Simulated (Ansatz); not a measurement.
`[OH][AlH][AlH2]` + NH₃ → `[NH2][AlH][OH]` + `[AlH3]` at 400 K and 1 bar (cleavage of the Al–Al bond).

Gas-phase electronic energies from Ansatz, PBE0-D4/def2-TZVP geometries. CBS: MP2 limit from def2 TZ/QZ plus the TZ coupled-cluster correction, frozen cores. This one scheme is used for every species. Each species was taken in one conformer, which may not be the lowest.

```tsv
species	CCSD(T)/CBS energy (Eh)	H − E (kJ/mol)	S (J/(mol·K))
`[OH][AlH][AlH2]`	-561.63147	117.3	352.4
NH₃	-56.50880	104.2	203.1
`[NH2][AlH][OH]`	-374.39395	146.2	316.6
`[AlH3]`	-243.78045	63.6	220.9
```

H − E and S are ideal-gas, rigid-rotor, harmonic terms from PBE0-D4/def2-TZVP, for one conformer and one mirror image of each species. 1 Eh = 2625.50 kJ/mol, R = 8.31446 J/(mol·K).

Question: By hand: ΔE, ΔH, ΔS and ΔG.

Answer: ΔE = (-374.39395) + (-243.78045) − (-561.63147) − (-56.50880) = -0.03413 Eh = -89.6 kJ/mol. Δ(H − E) = 146.2 + 63.6 − 117.3 − 104.2 = -11.7, so ΔH = -101.3 kJ/mol. ΔS = 316.6 + 220.9 − 352.4 − 203.1 = -18.0 J/(mol·K). ΔG = -101.3 − 400 × (-18.0)/1000 = -94.1 kJ/mol.

Question: By hand: the equilibrium constant, and the temperature at which ΔG would vanish if ΔH and ΔS stayed fixed.

Answer: log₁₀ K = −ΔG/(RT ln 10) = 12.3. ΔG = 0 at ΔH/ΔS = 5628 K, far beyond where these terms or the molecules hold.

ΔH outweighs TΔS. A doubt of 5 kJ/mol in ΔE shifts log₁₀ K by 0.7 here. Other conformers and mirror images would add mixing entropy, several J/(mol·K) or more a flexible species. These are equilibria of isolated gas molecules and say nothing of rates. Largest T1 diagnostic: 0.013 (customary marks: 0.02 for closed shells, 0.045 for open ones).
